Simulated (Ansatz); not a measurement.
**H2As–AsH2, singlet: vertical spin and charge gaps**

Geometry (PBE0/def2-TZVP stationary point for this spin, not checked as a minimum):

```csv
atom,x (Å),y (Å),z (Å)
As,0.0276,0.0000,1.2417
As,0.0276,0.0000,-1.2417
H,-1.0276,1.0883,1.3713
H,-1.0267,-1.0892,1.3713
H,-1.0276,1.0883,-1.3713
H,-1.0267,-1.0892,-1.3713
```

Basis cc-pVDZ; Ansatz 0.2.0. Only valence electrons are correlated (noble-gas cores and the filled d shells of p-block atoms frozen). Prefix R: restricted or restricted open-shell reference; prefix U: unrestricted. Active spaces: valence = (14e, 12o) chosen from the atoms' valence shells. No spin–orbit coupling is included, and no scalar relativity.

Gaps are energies of the second state less the first, at fixed atoms, for a selection of the levels run; each method lands on the state that its own search finds for that charge and spin.

Removing an electron, to the doublet: 9.320 eV at UCCSDT(Q).

| level | gap (eV) | error (meV) |
| --- | --- | --- |
| UMP2 | 9.427 | 107 |
| UCCSD | 9.317 | -3 |
| UCCSD(T) | 9.331 | 11 |
| BCCD(T) | 9.332 | 12 |
| UCCSDT | 9.318 | -2 |
| PBE0 | 9.535 | 215 |
| B3LYP | 9.519 | 199 |
| B2PLYP | 9.442 | 122 |

Triplet less singlet: 4.569 eV at UCCSDT(Q).

```csv
level,gap (eV),error (meV)
UHF,4.252,-317
UMP2,4.617,48
CASSCF (valence space),4.684,115
NEVPT2 (valence space),4.646,77
MRCISD (valence space),4.615,46
MRCISD+Q (valence space),4.590,21
PBE,4.455,-114
PBE0,4.485,-84
wB97M-V,4.572,3
RPA-PBE,4.484,-85
```

In so small a basis the reference is far from its limit while semilocal and hybrid functionals are nearer theirs (RPA and double hybrids share part of the reference's basis error), so the functionals' errors here hold much of the reference's basis and frozen-core error, which can add to them or hide them.

Full CI isn't at hand for all of this; UCCSDT(Q) serves as the reference, and is uncertain by the last step of the cluster series or more. The frozen core follows each run's orbitals, which can shift R against U totals by a few meV for light atoms and by up to 0.1 eV past Ca.
